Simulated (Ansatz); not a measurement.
# triplet NaN: levels of theory in one basis

```xyz
2

Na    0.0000    0.0000   -1.2160
N     0.0000    0.0000    1.2160
```

Basis set: def2-SVP (spherical functions). Correlated methods keep 2 orbitals frozen. Correlation on ROHF uses semicanonical orbitals with singles. Charge 0, multiplicity 3.

Computed with Ansatz (development build ahead of 0.2.0); each method stands on the lowest determinant of its kind that the runs found.

```json
{"method": "ROHF", "E − E(ROHF) (eV)": "0.00", "<S²> of the determinant": "2.00"}
{"method": "UHF", "E − E(ROHF) (eV)": "-0.99", "<S²> of the determinant": "2.90"}
{"method": "ROHF-MP2", "E − E(ROHF) (eV)": "-3.12", "<S²> of the determinant": "–"}
{"method": "UHF-MP2", "E − E(ROHF) (eV)": "-3.08", "<S²> of the determinant": "2.90"}
{"method": "ROHF-CCSD(T)", "E − E(ROHF) (eV)": "-3.87", "<S²> of the determinant": "–"}
{"method": "UHF-CCSD(T)", "E − E(ROHF) (eV)": "-3.86", "<S²> of the determinant": "2.90"}
```

**Question.** Is a single determinant a sound starting point here?

**Answer.** It is doubtful. Unrestricted orbitals lower Hartree–Fock by 0.99 eV and <S²> is 2.90 where a pure state has 2.00, a sign of strong static correlation.

Caution for ROHF, ROHF-MP2, ROHF-CCSD(T): an unrestricted determinant lies well below. Caution for UHF, UHF-MP2, UHF-CCSD(T): the unrestricted determinant is a mixture of spin states.
